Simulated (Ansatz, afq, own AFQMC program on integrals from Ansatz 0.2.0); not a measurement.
**CHB, triplet → CHB, singlet**

```
atom   x (Å)   y (Å)    z (Å)
   B  0.0000  0.0000   0.0901
   C  0.0000  0.0000  -1.3588
   H  0.0000  0.0000   1.2688
```

Connectivity, by distances: BH–C.

E(singlet, charge +0) − E(triplet, charge +0) at this geometry, on UHF and RHF determinants.

Basis 6-31G. Noble-gas cores (and the filled d shells of Ga–Kr and In–Xe) are frozen. AFQMC by an in-house program on the Cholesky factors that Ansatz 0.2.0 writes for its CCSD(T) run. ph-AFQMC/CISD is guided by a CISD state made of CCSD amplitudes; releasing the constraint for a short imaginary time cuts its bias at the price of noise, slowly where states lie close. ± is one standard error of the sampling. The errors of all members are added in quadrature.

Full CI on the same integrals is exact in this basis and with this determinant's frozen core.

Errors are counted within 6-31G, not against nature.

Cautions: CHB (triplet): strong correlation (T1 0.074, weight of the determinant 0.82, largest double 0.16), unrestricted determinant spin contaminated (⟨S²⟩ 2.41 against 2.00), the ph-AFQMC/CISD walk drifts between its halves (2.7 errors); CHB (singlet): another spin lies lower, restricted determinant unstable towards unrestricted (UHF 931 meV lower, ⟨S²⟩ 1.00), the CCSDTQ amplitudes may be one of several solutions (largest double 0.95), the ph-AFQMC/CISD walk drifts between its halves (2.6 errors), the released energy hasn't reached full CI (59 meV above it at 1.62 1/Eh, later times being too noisy to tell), so no released level is given (meV from the phaseless value at times in 1/Eh: -7 ± 4 at 0.24, -13 ± 4 at 0.51, -15 ± 4 at 0.99, -13 ± 4 at 1.62, -22 ± 8 at 2.40), the determinant fills πx and πy unequally, so it mixes two states of the linear molecule, and each level undoes that mixture to a different degree, while full CI gives the lower state, CCSDTQ on the UHF determinant differs (810 meV lower), perhaps since the unrestricted series falls towards higher spin, its ph-AFQMC/CISD value lies 73 ± 4 meV above full CI.

```
level  vertical spin gap (kJ/mol)
 CCSD                        96.1
   HF                       149.2
```

**Question.** From these cheaper values, estimate the vertical spin gap at the reference level in 6-31G.

**Answer.** 89.8 kJ/mol (full CI in 6-31G).

```json
{"level": "MP2", "vertical spin gap (kJ/mol)": "81.4", "error against FCI (kJ/mol)": "-8.4"}
{"level": "CCSD(T)", "vertical spin gap (kJ/mol)": "94.7", "error against FCI (kJ/mol)": "4.9"}
{"level": "CCSDT", "vertical spin gap (kJ/mol)": "94.4", "error against FCI (kJ/mol)": "4.6"}
{"level": "CCSDT(Q)", "vertical spin gap (kJ/mol)": "92.3", "error against FCI (kJ/mol)": "2.5"}
{"level": "CCSDTQ", "vertical spin gap (kJ/mol)": "90.0", "error against FCI (kJ/mol)": "0.2"}
{"level": "ph-AFQMC/CISD", "vertical spin gap (kJ/mol)": "95.8 ± 0.5", "error against FCI (kJ/mol)": "5.9 ± 0.5"}
```

Correlation beyond CCSD(T) takes off 4.9 kJ/mol. The perturbative (T) step is worth −1.5 kJ/mol. Where a determinant mixes two states, these steps and errors hold in part the undoing of that mixture, and only full CI is sure.

CCSDT and higher add their correlation energy to the determinant of the CCSD(T) run, since their own runs factorise the integrals more tightly (a shift of under 2 meV).
